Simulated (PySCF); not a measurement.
Isomers of C4H11PS.

All values: PBE0/def2-SVPD (PySCF) at GFN2-xTB geometries, gas phase, one conformer each. Core orbitals are frozen in the response; Δα² is half the sum of the squared differences of the principal polarisabilities.

(1) Rank by HOMO energy, highest first.
A. `[CH3:1][CH2:2][CH2:3][P@@H:4]([CH3:5])=[S:6]` with C1–C2–C3–P4 -178°, C2–C3–P4–C5 -76°
B. `[CH3:1][S:2][CH2:3][P:4]([CH3:5])[CH3:6]` with C1–S2–C3–P4 65°, S2–C3–P4–C5 71°
C. `[CH3:1][CH:2]([CH3:3])[CH2:4][PH2:5]=[S:6]` with C1–C2–C4–P5 -62°, C2–C4–P5–S6 -46°

(2) Rank by polarisability anisotropy Δα, lowest first.
A. `[CH3:1][CH:2]([CH3:3])[CH2:4][PH2:5]=[S:6]` with C1–C2–C4–P5 -62°, C2–C4–P5–S6 -46°
B. `[CH3:1][S:2][CH2:3][P:4]([CH3:5])[CH3:6]` with C1–S2–C3–P4 65°, S2–C3–P4–C5 71°
C. `[CH3:1][CH2:2][PH:3][CH2:4][S:5][CH3:6]` with C1–C2–P3–C4 52°, C2–P3–C4–S5 166°, P3–C4–S5–C6 58°

(3) Rank by dipole moment, highest first.
A. `[CH3:1][CH2:2][CH2:3][P@@H:4]([CH3:5])=[S:6]` with C1–C2–C3–P4 -178°, C2–C3–P4–C5 -76°
B. `[CH3:1][S:2][CH2:3][P:4]([CH3:5])[CH3:6]` with C1–S2–C3–P4 65°, S2–C3–P4–C5 71°
C. `[CH3:1][CH2:2][PH:3][CH2:4][S:5][CH3:6]` with C1–C2–P3–C4 52°, C2–P3–C4–S5 166°, P3–C4–S5–C6 58°
D. `[CH3:1][CH:2]([CH3:3])[CH2:4][PH2:5]=[S:6]` with C1–C2–C4–P5 -62°, C2–C4–P5–S6 -46°

Answers

(1) B (-6.17 eV), A (-6.51 eV), C (-6.70 eV).

(2) A (3.50 Å³), B (4.10 Å³), C (5.26 Å³).

(3) A (4.60 D), D (4.15 D), C (2.33 D), B (1.39 D).

All values together:

```tsv
SMILES	μ (D)	HOMO (eV)	LUMO (eV)	α (Å³)	Δα (Å³)
CSCP(C)C	1.39	-6.17	0.49	14.52	4.10
CCC[P@@H](C)=S	4.60	-6.51	0.31	14.36	3.33
CC(C)C[PH2]=S	4.15	-6.70	0.19	14.19	3.50
CCPCSC	2.33	-6.22	0.29	14.46	5.26
```

Conformers: `[CH3:1][S:2][CH2:3][P:4]([CH3:5])[CH3:6]` with C1–S2–C3–P4 65°, S2–C3–P4–C5 71°; `[CH3:1][CH2:2][CH2:3][P@@H:4]([CH3:5])=[S:6]` with C1–C2–C3–P4 -178°, C2–C3–P4–C5 -76°; `[CH3:1][CH:2]([CH3:3])[CH2:4][PH2:5]=[S:6]` with C1–C2–C4–P5 -62°, C2–C4–P5–S6 -46°; `[CH3:1][CH2:2][PH:3][CH2:4][S:5][CH3:6]` with C1–C2–P3–C4 52°, C2–P3–C4–S5 166°, P3–C4–S5–C6 58°.
